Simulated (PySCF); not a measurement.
Screening by computed properties: pick the candidate that meets the target.

Each SMILES stands for a single optimised conformer of the isolated species, non-relativistic unless stated; the electronic structure was computed with PySCF and density fitting.

Dipoles, sizes and rotational constants follow the conformer. The torsions of the flexible species, by atom-mapped SMILES:
- `[CH3:1][C@@H:2]([CH2:3][OH:4])[O:5][CH:6]=[O:7]`: C1–C2–C3–O4 54°, C1–C2–O5–C6 161°, C2–O5–C6–O7 0°, H–O4–C3–C2 175°
- `[CH3:1][O:2][c:3]1[n:4][n:5][nH:6][c:7]1[CH3:8]`: C1–O2–C3–N4 0°
- `[CH3:1][NH:2][SiH2:3][SiH2:4][SiH3:5]`: C1–N2–Si3–Si4 -53°, N2–Si3–Si4–Si5 -148°
- `[O:1]=[C:2]([C:3]([F:4])([F:5])[F:6])[C:7]([F:8])([F:9])[F:10]`: O1–C2–C3–F4 -19°, O1–C2–C7–F8 100°
- `[NH2:1][C:2]([SiH3:3])([SiH3:4])[SiH3:5]`: H–N1–C2–Si3 59°, H–N1–C2–Si3 -60°

The conformers of `FC[C@H]1CCC(=S)C1` aren't listed.

(1) Wanted: HOMO–LUMO gap between 8.7 eV and 9 eV (CAM-B3LYP/def2-SVPD) and smallest rotational constant above 1.23 GHz (GFN2-xTB), at GFN2-xTB geometries. Which candidate meets both?
A. `[SiH3]N(C#P)[SiH3]`
B. `Cc1nnc(Cl)o1`
C. `COc1nn[nH]c1C`
D. `C[C@@H](CO)OC=O`
E. `CN[SiH2][SiH2][SiH3]`
F. `C#CC=S`
G. `O=C(C(F)(F)F)C(F)(F)F`

(2) Wanted: electronic spatial extent ⟨r²⟩ about the centre of nuclear charge between 600 bohr² and 950 bohr² (CAM-B3LYP/def2-SVPD) and dipole moment below 3 D (CAM-B3LYP/def2-SVPD), at GFN2-xTB geometries. Which candidate meets both?
A. `C#CC=S`
B. `C[C@@H](CO)OC=O`
C. `O=C(C(F)(F)F)C(F)(F)F`
D. `CN[SiH2][SiH2][SiH3]`
E. `[SiH3]N([SiH3])C#P`
F. `CC1=NN=C(Cl)O1`
G. `NC([SiH3])([SiH3])[SiH3]`

(3) Wanted: lowest singlet excitation between 4 eV and 5 eV (TDDFT CAM-B3LYP/def2-SVPD) and lowest triplet excitation (Tamm–Dancoff) below 4.8 eV (TDA CAM-B3LYP/def2-SVPD), at GFN2-xTB geometries. Which candidate meets both?
A. `COc1nn[nH]c1C`
B. `O=C(C(F)(F)F)C(F)(F)F`
C. `C#CC=S`
D. `Cc1nnc(Cl)o1`
E. `CN[SiH2][SiH2][SiH3]`
F. `[SiH3]N([SiH3])C#P`
G. `FC[C@H]1CCC(=S)C1`

(4) Wanted: HOMO energy between -10 eV and -9.4 eV (CAM-B3LYP/def2-SVPD) and static isotropic polarisability below 80 au (CAM-B3LYP/def2-SVPD), at GFN2-xTB geometries. Which candidate meets both?
A. `Cc1nnc(Cl)o1`
B. `C#CC=S`
C. `O=C(C(F)(F)F)C(F)(F)F`
D. `C[C@H](OC=O)CO`
E. `FC[C@H]1CCC(=S)C1`
F. `[SiH3][SiH2][SiH2]NC`

Answers

(1) C. Computed values:
| species | HOMO–LUMO gap | smallest rotational constant |
| --- | --- | --- |
| C#CC=S | 6.14 eV | 2.976 GHz |
| [SiH3]N(C#P)[SiH3] | 7.79 eV | 1.103 GHz |
| CN[SiH2][SiH2][SiH3] | 8.58 eV | 0.839 GHz |
| COc1nn[nH]c1C | 8.76 eV | 1.265 GHz |
| O=C(C(F)(F)F)C(F)(F)F | 9.19 eV | 0.939 GHz |
| Cc1nnc(Cl)o1 | 9.57 eV | 1.202 GHz |
| C[C@@H](CO)OC=O | 10.57 eV | 1.595 GHz |

(2) B. Computed values:
| species | electronic spatial extent ⟨r²⟩ about the centre of nuclear charge | dipole moment |
| --- | --- | --- |
| C#CC=S | 394 bohr² | 2.25 D |
| C[C@@H](CO)OC=O | 806 bohr² | 1.75 D |
| CC1=NN=C(Cl)O1 | 910 bohr² | 3.46 D |
| NC([SiH3])([SiH3])[SiH3] | 999 bohr² | 0.96 D |
| [SiH3]N([SiH3])C#P | 1021 bohr² | 2.53 D |
| O=C(C(F)(F)F)C(F)(F)F | 1193 bohr² | 0.39 D |
| CN[SiH2][SiH2][SiH3] | 1426 bohr² | 1.39 D |

(3) B. Computed values:
```
              species  lowest singlet excitation  lowest triplet excitation (Tamm–Dancoff)
               C#CC=S                    2.00 eV                                   1.51 eV
    FC[C@H]1CCC(=S)C1                    2.50 eV                                   2.08 eV
   [SiH3]N([SiH3])C#P                    3.63 eV                                   3.24 eV
O=C(C(F)(F)F)C(F)(F)F                    4.14 eV                                   3.49 eV
 CN[SiH2][SiH2][SiH3]                    5.38 eV                                   5.07 eV
        COc1nn[nH]c1C                    5.81 eV                                   3.93 eV
         Cc1nnc(Cl)o1                    5.92 eV                                   4.44 eV
```

(4) D. Computed values:
```
              species  HOMO energy  static isotropic polarisability
O=C(C(F)(F)F)C(F)(F)F    -11.14 eV                          44.4 au
       C[C@H](OC=O)CO     -9.61 eV                          60.7 au
         Cc1nnc(Cl)o1     -9.19 eV                          63.8 au
               C#CC=S     -8.23 eV                          59.0 au
 [SiH3][SiH2][SiH2]NC     -8.10 eV                         108.3 au
    FC[C@H]1CCC(=S)C1     -7.61 eV                          90.7 au
```
